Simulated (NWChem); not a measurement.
# C2H3F3 (1,1,2-trifluoroethane) at 6 levels

Wanted: a comparison of 6 runs (BLYP/def2-SVP, PBE/def2-SVP, SVWN5/def2-SVP, TPSS/def2-SVP, revPBE/def2-SVP, CCSD(T)/def2-SVP) of C2H3F3 (1,1,2-trifluoroethane). 

The calculation is run with NWChem 7.3.0.

## 1. The molecule

The species is C2H3F3 (8 atoms), meant as a singlet with charge 0. As SMILES, `FCC(F)F`. The coordinates come from a PBE0-D4/def2-TZVP relaxation. This is one conformer, not always the lowest.

Bond lengths: F1–C2 1.372 Å, C2–C3 1.509 Å, C3–F4 1.352 Å, C3–F5 1.356 Å, C2–H6 1.093 Å, C2–H7 1.093 Å, C3–H8 1.095 Å. Some angles: F1–C2–C3 109.3°, C2–C3–F4 110.4°, C2–C3–F5 108.3°, F4–C3–F5 107.9°, F1–C2–H6 109.4°, F1–C2–H7 109.2°, C3–C2–H6 109.5°, C3–C2–H7 109.4°, C2–C3–H8 113.0°, F4–C3–H8 108.2°.

## 2. Energy and forces at BLYP/def2-SVP (run 1)

Input file c2h3f3.nw:

```
start c2h3f3
memory stack 880 mb heap 220 mb global 1100 mb
charge 0
geometry noautosym nocenter noautoz
   F     -1.142800    -0.681000     1.163100
   C     -0.188200     0.195100     0.711800
   C      0.172900    -0.152400    -0.711300
   F      0.824200    -1.335800    -0.756500
   F      1.011700     0.803600    -1.182200
   H      0.701700     0.118900     1.342500
   H     -0.588500     1.211500     0.747300
   H     -0.698800    -0.217000    -1.370500
end
basis spherical bse
   F library def2-SVP
   C library def2-SVP
   H library def2-SVP
end
dft
   xc becke88 lyp
   mult 1
   grid xfine
   convergence energy 1e-08
   iterations 100
   mulliken
   noprint "final vectors analysis"
end
task dft gradient
```

Run with:

```console
$ nwchem c2h3f3.nw > c2h3f3.out
```

Log:

```text
[...]
          Wavefunction type:  closed shell.
          No. of atoms     :     8
          No. of electrons :    42
[...]
          Charge           :     0
          Spin multiplicity:     1
[...]
          AO basis - number of functions:    85
[...]
              XC Information
              --------------
                    Becke 1988 Exchange Functional  1.000
              Lee-Yang-Parr Correlation Functional  1.000
[...]
 d= 0,ls=0.0,diis     1   -377.0294204181 -5.68D+02  2.32D-02  1.31D+00     7.0
[...]
 d= 0,ls=0.0,diis    10   -377.1743132974 -2.98D-09  2.65D-07  8.97D-10    45.4
         Total DFT energy =     -377.174313297438
      One electron energy =     -902.368214883743
           Coulomb energy =      377.152157200837
    Exchange-Corr. energy =      -43.318055061590
 Nuclear repulsion energy =      191.359799447058
[...]
      Total Density - Mulliken Population Analysis
     ---------------------------------------------
    Atom       Charge   Shell Charges
 -----------   ------   -------------------------------------------------------
    1 F    9     9.23   1.99  1.14  0.79  3.35  1.96  0.01
    2 C    6     5.72   1.98  0.95  0.05  2.08  0.59  0.07
    3 C    6     5.67   1.98  0.96  0.09  1.99  0.52  0.12
    4 F    9     9.18   1.99  1.14  0.77  3.36  1.92  0.01
    5 F    9     9.19   1.99  1.14  0.77  3.36  1.93  0.01
    6 H    1     1.00   0.76  0.22  0.02
    7 H    1     1.00   0.76  0.22  0.02
    8 H    1     1.02   0.77  0.22  0.02
[...]
  wavefunction    = closed shell
                         DFT ENERGY GRADIENTS
    atom               coordinates                        gradient
                 x          y          z           x          y          z
   1 F      -2.159579  -1.286903   2.197940    0.010612   0.009693  -0.005619
   2 C      -0.355646   0.368686   1.345107    0.004067   0.002095   0.000140
   3 C       0.326734  -0.287994  -1.344162   -0.000432  -0.001407  -0.001631
   4 F       1.557512  -2.524296  -1.429578   -0.007051   0.016752  -0.000157
   5 F       1.911836   1.518584  -2.234034   -0.010374  -0.014307   0.006782
   6 H       1.326021   0.224688   2.536957   -0.010873  -0.000867  -0.005554
   7 H      -1.112104   2.289403   1.412192    0.002554  -0.012194  -0.000267
   8 H      -1.320541  -0.410071  -2.589869    0.011497   0.000234   0.006307
[...]
```

Wall time 59 s (1 thread of Intel Xeon Platinum 8259CL at 2.50GHz (Skylake/Cascade Lake), shared host); peak memory 0.14 GiB.

## 3. Energy and forces at PBE/def2-SVP (run 2)

Input file c2h3f3.nw:

```
START c2h3f3
memory total 2200 mb
GEOMETRY noautosym nocenter noautoz
  F    -1.142800   -0.681000    1.163100
  C    -0.188200    0.195100    0.711800
  C     0.172900   -0.152400   -0.711300
  F     0.824200   -1.335800   -0.756500
  F     1.011700    0.803600   -1.182200
  H     0.701700    0.118900    1.342500
  H    -0.588500    1.211500    0.747300
  H    -0.698800   -0.217000   -1.370500
END
BASIS spherical bse
  * library def2-SVP
END
DFT
  xc xpbe96 cpbe96
  grid xfine
  convergence energy 1e-08
  iterations 100
  mulliken
  print medium
END
TASK dft gradient
```

Run with:

```console
$ nwchem c2h3f3.nw > c2h3f3.out
```

Log:

```text
[...]
          Wavefunction type:  closed shell.
          No. of atoms     :     8
          No. of electrons :    42
[...]
          Charge           :     0
          Spin multiplicity:     1
[...]
          AO basis - number of functions:    85
[...]
              XC Information
              --------------
          PerdewBurkeErnzerhof Exchange Functional  1.000
            Perdew 1991 LDA Correlation Functional  1.000 local
           PerdewBurkeErnz. Correlation Functional  1.000 non-local
[...]
 d= 0,ls=0.0,diis     1   -376.7119422976 -5.68D+02  2.31D-02  1.35D+00     7.2
[...]
 d= 0,ls=0.0,diis    10   -376.8582128833 -2.34D-09  2.75D-07  1.05D-09    58.9
         Total DFT energy =     -376.858212883270
      One electron energy =     -902.250283879353
           Coulomb energy =      377.005944683332
    Exchange-Corr. energy =      -42.973673134307
 Nuclear repulsion energy =      191.359799447058
[...]
      Total Density - Mulliken Population Analysis
     ---------------------------------------------
    Atom       Charge   Shell Charges
 -----------   ------   -------------------------------------------------------
    1 F    9     9.23   1.99  1.13  0.79  3.34  1.97  0.01
    2 C    6     5.78   1.98  0.94  0.09  2.07  0.63  0.07
    3 C    6     5.69   1.98  0.96  0.11  1.98  0.53  0.12
    4 F    9     9.18   1.99  1.14  0.77  3.34  1.93  0.01
    5 F    9     9.19   1.99  1.14  0.78  3.34  1.94  0.01
    6 H    1     0.97   0.75  0.19  0.02
    7 H    1     0.97   0.75  0.19  0.02
    8 H    1     0.99   0.76  0.20  0.02
[...]
  wavefunction    = closed shell
                         DFT ENERGY GRADIENTS
    atom               coordinates                        gradient
                 x          y          z           x          y          z
   1 F      -2.159579  -1.286903   2.197940    0.005771   0.005485  -0.003076
   2 C      -0.355646   0.368686   1.345107    0.007588   0.007320   0.001965
   3 C       0.326734  -0.287994  -1.344162   -0.006538  -0.001297  -0.003400
   4 F       1.557512  -2.524296  -1.429578   -0.003856   0.010747  -0.000565
   5 F       1.911836   1.518584  -2.234034   -0.006234  -0.009466   0.004120
   6 H       1.326021   0.224688   2.536957   -0.011183  -0.000735  -0.005585
   7 H      -1.112104   2.289403   1.412192    0.002610  -0.012401  -0.000096
   8 H      -1.320541  -0.410071  -2.589869    0.011842   0.000348   0.006637
[...]
```

Run time: 73 s. Hardware: 1 thread of Intel Xeon Platinum 8259CL at 2.50GHz (Skylake/Cascade Lake), shared host; peak memory 0.14 GiB.

Runs 3 to 5 aren't shown in full; the table further down has their settings and results.

## 4. A single-point energy at CCSD(T)/def2-SVP (run 6)

Input file geom.nw:

```
start geom
title "C2H3F3 ccsd(t)"
memory stack 880 mb heap 220 mb global 1100 mb

geometry units au noautosym nocenter noautoz
   F   -2.15957902  -1.28690349   2.19794046
   C   -0.35564646   0.36868557   1.34510706
   C    0.32673365  -0.28799426  -1.34416219
   F    1.55751227  -2.52429616  -1.42957781
   F    1.91183592   1.51858391  -2.23403422
   H    1.32602082   0.22468844   2.53695732
   H   -1.11210382   2.28940320   1.41219233
   H   -1.32054062  -0.41007057  -2.58986965
end

basis spherical bse
   * library def2-SVP
end

scf
   thresh 1e-08
   maxiter 80
   noprint "final vectors analysis"
end

ccsd
   freeze core 5
   maxiter 60
end

task ccsd(t) energy
```

Run with:

```console
$ nwchem geom.nw > geom.out
```

Log:

```text
[...]
  functions       =    85
[...]
  wavefunction    = RHF
[...]
         Total SCF energy =   -375.491316938742
      One-electron energy =   -901.885729056258
      Two-electron energy =    335.034626467554
 Nuclear repulsion energy =    191.359785649963
        Time for solution =     17.7s
[...]
 Total MP2 energy:           -376.311025838880823
[...]
             energy      energy      error      ampl     ampl      Block
                                                time     time      time
[...]
 Total CCSD energy:           -376.340924129914868
[...]
 Total CCSD+T(CCSD) energy:           -376.359400047611985
[...]
 Total CCSD(T) energy:                -376.357671333531584
[...]
```

Wall time 4.1 min (1 thread of Intel Xeon Platinum 8259CL at 2.50GHz (Skylake/Cascade Lake), shared host); peak memory 0.28 GiB.

## 5. All runs side by side

```csv
run,level,task,integration grid,energy (Eh),dipole moment (D),largest force (eV/Å),wall time
1,BLYP/def2-SVP,gradient,xfine,-377.174313,1.29,0.973,59 s
2,PBE/def2-SVP,gradient,xfine,-376.858213,1.30,0.698,73 s
3,SVWN5/def2-SVP,gradient,xfine,-374.630815,1.35,1.375,35 s
4,TPSS/def2-SVP,gradient,xfine,-377.275851,1.36,0.690,1.7 min
5,revPBE/def2-SVP,gradient,xfine,-377.116919,1.29,0.894,75 s
6,CCSD(T)/def2-SVP,energy,–,-376.357671,–,–,4.1 min
```

## 6. Results

| quantity | value |
| --- | --- |
| run 6: total energy | -376.35767 Eh |
| run 6: correlation energy (5 core orbitals frozen) | -866.4 mEh |
| run 6: (T) correction | -16.75 mEh |

What this shows: Over runs 1, 2, 3, 4, 5 the dipole moment (its size) runs from 1.29 D (BLYP/def2-SVP) to 1.36 D (TPSS/def2-SVP). Over runs 2, 4, 5 the HOMO–LUMO gap runs from 8.52 eV (PBE/def2-SVP) to 8.98 eV (TPSS/def2-SVP). Totals of different functionals can't be ranked against each other. All runs together took 9.9 min, the longest 4.1 min.
